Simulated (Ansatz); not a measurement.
System: ammonia, NH₃, charge 0, multiplicity 1. 
Structure (B3LYP-D3(BJ)/def2-TZVP (Ansatz, a first-principles code) minimum search):
SMILES: N
```xyz
4

N      0.0022    -0.0038     0.1116
H     -0.0020     0.9512    -0.2281
H      0.8095    -0.4644    -0.2929
H     -0.8232    -0.4600    -0.2599
```

Basis-set convergence of Hartree-Fock and CCSD(T) correlation energies (hartree) with Ansatz. Correlated levels leave the core frozen unless marked. Spin-orbit coupling is left out. No relativistic terms.

| basis | functions | E(HF) | E(corr, CCSD(T)) |
|---|---|---|---|
| def2-SVPD | 44 | -56.15740 | -0.21960 |
| def2-TZVPPD | 88 | -56.22188 | -0.25669 |
| def2-QZVPPD | 162 | -56.22450 | -0.27018 |

Extrapolating the two largest sets (X = 3 and 4) as X^-3: E(corr) = (64·(-0.27018) - 27·(-0.25669))/37 = -0.2800 Eh, an estimate of the basis-set limit. The largest set recovers 96.5 % of it, the smallest 78.4 %.
